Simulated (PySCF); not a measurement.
All values below come from PBE-D3(BJ)/def2-TZVP // PBE-D3(BJ)/def2-SVP run with PySCF. All species are isolated molecules in the gas phase. 

Reference species (SMILES): `[SH]` (neutral, multiplicity 2).

The dipole moment comes out as 0.87 D.

Changed species: `[OH]` (free radical OH; the reference has free radical SH).

Task: What does the change do to the dipole moment?

Result: the dipole moment goes up by 0.86 D, to 1.73 D.
